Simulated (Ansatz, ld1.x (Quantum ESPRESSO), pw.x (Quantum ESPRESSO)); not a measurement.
Te (Z = 52) (bcc): variants of one PAW potential in the solid

tellurium, PAW, made with ld1.x (Quantum ESPRESSO) 7.5 (PBEsol, scalar-relativistic). Core [Kr] 4d10, reference 5s1.5 5p4.5. Waves: 5s (bound): rcut 1.90, rcutus 2.20 bohr; 5s channel at 2.2 Ry: rcut 1.90, rcutus 2.20 bohr; 5p (bound): rcut 2.20, rcutus 2.45 bohr; 5p channel at 1 Ry: rcut 2.20, rcutus 2.45 bohr; 5d channel at -0.05 Ry: rcut 2.30, rcutus 2.80 bohr; 5d channel at 0.75 Ry: rcut 2.30, rcutus 2.80 bohr. Local part: all-electron potential smoothed inside 2.35 bohr (lloc = -1). Core correction: Bessel-smoothed model core inside 1.15 bohr. Augmentation charge: PSQ, inside the norm-conserving radii.

Crystal test: bcc Te in pw.x 7.5, no spin, 12³ k-points, Fermi–Dirac smearing 0.01 Ry, cutoffs set for each file from its atomic test. The reference is all-electron LAPW (Ansatz 0.2.0) with the same functional, mesh and smearing; V0 and B0 come from Birch–Murnaghan fits to the pressures at five volumes. Errors are pseudo minus all-electron; Δ is the rms difference of the E(V) curves that follow from these fits, minima aligned, over ±6 % about the mean V0. Mesh and smearing are coarse, so the numbers serve the comparison and aren't converged zero-temperature values; the lattice is a test structure that the element need not adopt.

All-electron: a0 = 3.776 Å (V0 = 26.93 Å³/atom), B0 = 64.5 GPa.

3 further variants are left out: they gave no file fit for a test, a broken result, the same result as the base, or pressures whose basis-set error rivals the error shown.

```tsv
change	cutoffs (Ry)	pw.x	a0 (Å)	a0 error (%)	B0 error (%)	Δ (meV/atom)	mean pressure error (GPa)
base	40/320	converged	3.788	+0.31	+0.3	3.6	+0.64
wave 5d channel at 0.75 Ry: rcut 2.30, rcutus 2.80 bohr becomes 5d channel at -0.02 Ry: rcut 2.30, rcutus 2.80 bohr	40/320	converged	3.788	+0.32	+0.4	3.7	+0.64
```

(1) Give the row for: reference 5s2 5p4.

## Answers

(1) pw.x: converged; mean pressure error (GPa): +0.54; a0 (Å): 3.787; a0 error (%): +0.27; B0 error (%): +0.5; Δ (meV/atom): 3.1.
